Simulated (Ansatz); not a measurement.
We consider bcc W, described by r²SCAN (Ansatz, a program for electronic structure, plane waves, PAW).

Settings: plane-wave cutoff 600 eV, 20×20×20 k mesh, Fermi–Dirac smearing 0.1 eV, finite displacements, no spin polarisation, scalar-relativistic PAW data made under PBE.

The cell has the measured lattice parameters. Conventional cell: a = 3.1652 Å, b = 3.1652 Å, c = 3.1652 Å, α = 90.00°, β = 90.00°, γ = 90.00°.

Harmonic phonon frequencies (cm⁻¹; i marks an imaginary mode):

| q point | frequencies |
|---|---|
| H | 185 185 185 |
| N | 138 154 226 |

No imaginary mode appears at these points.

Note: the cell isn't this level's own, so it is under some stress, which shifts stiffness and frequencies.
